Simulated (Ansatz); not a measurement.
Cs3Bi2Br9 (P-3m1, No. 164), treated with HSE06 in Ansatz (PAW).

Numerical settings: plane-wave cutoff 460 eV, 3×3×2 k mesh (along the axes of the cell as run), Fermi–Dirac smearing 0.01 eV, scalar-relativistic PAW data made under PBE.

Cell (measured lattice):

Bi₂Cs₃Br₉ is modelled in the trigonal space group P-3m1 (No. 164), Pearson symbol hP14. Lattice parameters: a = 7.972 Å, b = 7.972 Å, c = 9.867 Å, α = 90.00°, β = 90.00°, γ = 120.00°. Br1 on 3e sees 2 Bi at 2.980 Å and 4 Cs at 3.986–4.012 Å (octahedral). Br2 on 6i has 1 Bi at 2.711 Å and 4 Cs at 3.959–4.071 Å (square pyramidal). Cs1 on 2d is coordinated by 12 Br at 3.959–4.012 Å (cuboctahedral). Cs2 on 1a sees 12 Br at 3.986–4.071 Å (cuboctahedral). Bi on 2d has 3 Br at 2.711 Å and 3 Br at 2.980 Å (octahedral). (Neighbours: up to the widest gap in distance over summed covalent radii, below 1.35, at either atom; cation-cation and far metal-metal contacts left out.)

Task: What does this level give for the band gap?

Result: 
* **band gap**: 3.24 eV

Note: cell and atoms aren't relaxed at this level (largest force component 0.13 eV/Å, pressure 0.8 GPa).

Spin–orbit coupling is not included; with these elements it can move the gap by several tenths of an eV or more.

Ansatz is an electronic-structure program.
